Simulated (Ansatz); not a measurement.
## H4O2Si, SMILES O[SiH2]O: a composite energy at a relaxed geometry, step by step

Computed with Ansatz 0.2.0 through its Python package.

`h4o2si.xyz`
```text
7

O    -1.35440   -0.21240    0.26220
Si    0.11120    0.43820    0.01910
O     1.08530   -0.82710   -0.32270
H    -1.74480   -0.52000   -0.54970
H     0.08970    1.35780   -1.14860
H     0.57710    1.12160    1.25290
H     1.29720   -1.42620    0.44110
```

Run as a notebook:

In [1]:
```python
import itertools

import ansatz
from ase.data import atomic_numbers, covalent_radii
import numpy as np
```

In [2]:
```python
BASIS = "def2-SVP"
XC = "pbe0"
```

In [3]:
```python
geometry = ansatz.Crystal.molecule_from_extxyz("h4o2si.xyz")
```

In [4]:
```python
calculation = geometry.calculation().basis(gaussian=BASIS).functional(XC)
symbols = [site.symbol for site in geometry.cartesian_sites]
start = np.array([site.position_ang for site in geometry.cartesian_sites], dtype=float)
r = calculation.relax(force_tolerance=0.01, max_steps=100).run(threads=1, backend="cpu").report
end = np.array(r["positions_ang"])
# pairs closer than 1.2 times the sum of covalent radii, before or after
radius = [covalent_radii[atomic_numbers[s]] for s in symbols]
span = lambda where, i, j: np.linalg.norm(where[i] - where[j])
bonded = [(i, j) for i, j in itertools.combinations(range(len(symbols)), 2) if min(span(start, i, j), span(end, i, j)) < 1.2 * (radius[i] + radius[j])]
print("pair        before    after (A)")
for i, j in bonded:
    print(f"{symbols[i]}{i}-{symbols[j]}{j}".ljust(10), f"{span(start, i, j):8.4f} {span(end, i, j):8.4f}")
```
```text
pair        before    after (A)
O0-Si1       1.6218   1.6612
O0-H3        0.9520   0.9620
Si1-O2       1.6330   1.6609
Si1-H4       1.4865   1.4877
Si1-H5       1.4854   1.4878
O2-H6        0.9936   0.9620
```

In [5]:
```python
minimum = ansatz.Crystal.molecule()
for symbol, place in zip(symbols, end):
    minimum = minimum.atom(symbol, place.tolist())
at_minimum = minimum.calculation()
# MP2 extrapolated to the basis limit, plus the small-basis difference CCSD(T) - MP2
level = lambda method, basis: at_minimum.basis(gaussian=basis).correlation(method).run(threads=1, backend="cpu").report
small, large, cluster = level("mp2", "cc-pVDZ"), level("mp2", "cc-pVTZ"), level("ccsd_t", "cc-pVDZ")
corr = lambda each: (each["free_energy_ev"] - each["reference_energy_ev"]) / 27.211386246
mp2_limit = (27 * corr(large) - 8 * corr(small)) / 19
pieces = {"HF / cc-pVTZ": large["reference_energy_ev"] / 27.211386246, "MP2 correlation, DZ-TZ limit": mp2_limit, "CCSD(T) - MP2 / cc-pVDZ": corr(cluster) - corr(small)}
for name, value in pieces.items():
    print(f"{name:32s} {value:14.6f} Ha")
print(f"{'sum':32s} {sum(pieces.values()):14.6f} Ha")
print("T1 diagnostic", round(cluster["correlation"]["coupled_cluster"]["t1_diagnostic"], 4))
```
```text
HF / cc-pVTZ                        -441.161871 Ha
MP2 correlation, DZ-TZ limit          -0.669321 Ha
CCSD(T) - MP2 / cc-pVDZ               -0.035338 Ha
sum                                 -441.866530 Ha
T1 diagnostic 0.0119
```

What to keep in mind:
- Total energies depend on the basis set; only differences at equal settings carry meaning.
- The sum leaves out core correlation, relativity, the Hartree-Fock basis error and zero-point energy; a DZ-TZ extrapolation is rough.
- Inner cores stay frozen, so this is valence correlation.
- For Al to Cl the sets with a tight d function, cc-pV(X+d)Z, are usual.
- An extrapolation from small basis sets is rough.
- Timing: 16 s on 1 thread of Arm Neoverse V1 (shared host), peak memory 0.3 GiB.

(A comment or docstring line of the script was reworded after the run, the code is as it ran; lines on the test bed's own set-up are left out of the output.)
